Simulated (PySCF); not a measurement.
Simulated absorption spectrum

C5H13P.
Bonds: C1–P2, P2–C3, C3–C4, C4–C5, C4–C6. Hydrogens: H7, H8, H9 on C1; H10 on P2; H11, H12 on C3; H13 on C4; H14, H15, H16 on C5; H17, H18, H19 on C6.

The calculation used TDDFT wB97X-D/def2-SVPD, vertical, gas phase, core orbitals frozen in the response (PySCF 2.14.0, density-fitted response routines). Isolated species at its GFN2-xTB geometry (one conformer only). Torsions of this conformer, `[CH3:1][PH:2][CH2:3][CH:4]([CH3:5])[CH3:6]`: C1–P2–C3–C4 177°, P2–C3–C4–C5 63°.

Each state is given a Gaussian of 0.4 eV full width at half maximum, with ε(max) = 2.175×10⁸ f / Δν̃ (Δν̃ the width in cm⁻¹). The width is an assumption, not a result. The curve ends short of the highest state used, and states not computed would add to its high-energy end.

| E (eV) | ε (L mol⁻¹ cm⁻¹) |
| --- | --- |
| 5.86 | 7 |
| 5.94 | 34 |
| 6.02 | 130 |
| 6.10 | 401 |
| 6.18 | 1000 |
| 6.26 | 2034 |
| 6.33 | 3260 |
| 6.41 | 4852 |
| 6.49 | 6475 |
| 6.57 | 8018 |
| 6.65 | 9198 |
| 6.73 | 9431 |
| 6.80 | 8497 |
| 6.88 | 6348 |
| 6.96 | 3900 |
| 7.04 | 2060 |
| 7.12 | 1295 |
| 7.20 | 1728 |
| 7.28 | 3340 |
| 7.35 | 5475 |
| 7.43 | 7956 |
| 7.51 | 9328 |
| 7.59 | 8887 |
| 7.67 | 7070 |
| 7.75 | 5094 |
| 7.82 | 4073 |
| 7.90 | 4030 |
| 7.98 | 4872 |
| 8.06 | 5882 |
| 8.14 | 6329 |

Question: Where are the band maxima, and which computed states make them?

Answer: 185 nm (6.71 eV), ε about 9500, made up of S1 (15%) and S2 (85%); 165 nm (7.53 eV), ε about 9400, made up of S3 (98%) (ε in L mol⁻¹ cm⁻¹; maxima over ε = 5, shares over 10%). At its high-energy end, 8.14 eV, the curve is still rising (ε about 6300, from S5). The states used: S1 6.46 eV (f 0.057); S2 6.75 eV (f 0.124); S3 7.52 eV (f 0.137); S4 7.88 eV (f 0.016); S5 8.13 eV (f 0.081); S6 8.36 eV (f 0.018); S7 8.58 eV (f 0.014); S8 8.74 eV (f 0.013).

Question: On this curve, what absorbance would a 10⁻⁴ mol/L sample give at 193 nm over a 1 cm path?

Answer: 193 nm is 6.424 eV, where ε is about 5100 L mol⁻¹ cm⁻¹, so A = ε c l ≈ 0.51 (Beer–Lambert, with the gas-phase spectrum and the assumed width).

Question: Coming from long wavelengths, where does ε first pass 100 L mol⁻¹ cm⁻¹?

Answer: At about 207 nm (6.00 eV), 0.46 eV below S1.

Question: What would ε be at 6.71 eV, the highest of these maxima, with half the width (0.2 eV)?

Answer: About 15300 L mol⁻¹ cm⁻¹ against 9500, a factor of about 1.6; a lone state at its own centre would give exactly 2.
